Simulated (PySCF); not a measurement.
AlH₃.NH₃, optimised at GFN2-xTB:

```xyz
8

N     -0.0155     0.0261    -0.0102
Al    -0.0145     0.8254    -1.9006
H      0.3998    -0.9030    -0.0127
H      0.5186     0.6121     0.6279
H     -0.9654    -0.0504     0.3470
H      1.5374     0.8045    -2.1388
H     -0.6933     2.1975    -1.5509
H     -0.8874    -0.2781    -2.5978
```

Energies from PySCF (xtb for GFN2), thermal terms from the rigid-rotor harmonic-oscillator model, ideal gas at 1 bar. 6-31G* has spherical d functions here. All species are closed-shell singlets. B3LYP is the form with VWN-RPA correlation. Adducts (AlH₃.NH₃) have no counterpoise correction, and HF, PBE, BLYP, B3LYP and PBE0 lack dispersion. AlH₃.NH₃: computed as isolated molecules; such fragments, hydroxides, amides, oligomers or adducts are transient or little studied in the gas.

Task: List the harmonic frequencies (cm⁻¹, unscaled) at this level and at the other levels, each on its own geometry.

Result: 
- GFN2-xTB: 147, 228, 228, 365, 465, 465, 755, 777, 777, 1213, 1485, 1485, 1669, 1671, 1671, 3367, 3372, 3372
- B3LYP/6-31G*: 128, 376, 377, 411, 710, 710, 766, 787, 787, 1301, 1700, 1700, 1864, 1864, 1876, 3454, 3573, 3573
- HF/6-31G*: 114, 409, 409, 411, 752, 752, 827, 848, 848, 1421, 1827, 1827, 1927, 1927, 1957, 3676, 3802, 3802
- PBE/def2-SVP: 139, 363, 363, 406, 683, 683, 736, 756, 756, 1188, 1577, 1577, 1807, 1807, 1819, 3379, 3498, 3498
- PBE0/def2-TZVP: 129, 374, 374, 421, 703, 703, 762, 780, 780, 1245, 1653, 1653, 1846, 1846, 1863, 3490, 3606, 3606
